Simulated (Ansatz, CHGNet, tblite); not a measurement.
## Rock-salt CaO: properties by level of theory

Reference values: lattice constant a 4.781 Å (measured, zero-point anharmonic expansion removed; as tabulated in Chen et al. (2018), doi:10.1103/physrevmaterials.2.073803); elastic constant C11 219 GPa (measured, room temperature, no zero-point or thermal correction; as tabulated in Speziale et al. (2006), doi:10.1029/2005jb003823); elastic constant C44 80 GPa (measured, room temperature, no zero-point or thermal correction; as tabulated in Speziale et al. (2006), doi:10.1029/2005jb003823).

| level (code) | lattice constant a (Å) | elastic constant C11 (GPa) | elastic constant C44 (GPa) |
|---|---|---|---|
| GFN1-xTB (tblite) | 4.578 | 223 | 112 |
| CHGNet 0.3.0 | (withheld) | (withheld) | (withheld) |
| PBE0 (Ansatz) | (withheld) | 222 | 81.1 |

**Question.** Fill in the missing entries.

**Answer.** 
- CHGNet 0.3.0, lattice constant a (Å): 4.851
- CHGNet 0.3.0, elastic constant C11 (GPa): 191
- CHGNet 0.3.0, elastic constant C44 (GPa): 53.1
- PBE0 (Ansatz, a first-principles code), lattice constant a (Å): 4.797

Differences from the reference values (errors of the level alone only where the reference is corrected to a static lattice):

| level | lattice constant a (%) | elastic constant C11 (%) | elastic constant C44 (%) |
|---|---|---|---|
| GFN1-xTB | -4.25 | +1.8 | +40 |
| CHGNet 0.3.0 | +1.46 | -12.8 | -34 |
| PBE0 | +0.33 | +1.4 | +1.4 |

Nearest: lattice constant a, not ranked (one source); elastic constant C11, not ranked (reference at room or unstated temperature); elastic constant C44, not ranked (reference at room or unstated temperature).

Machine-learned potentials (CHGNet 0.3.0) are trained on DFT data: a solid inside that data is no test of them.

Caveats: the method was fitted mainly to molecules (GFN1-xTB); the run uses a supercell at the zone centre in place of a k mesh (GFN1-xTB). Ansatz's density-functional and Hartree–Fock values are scalar-relativistic unless marked +SOC, with PAW data made under PBE.

Differences are worked out from the printed values.
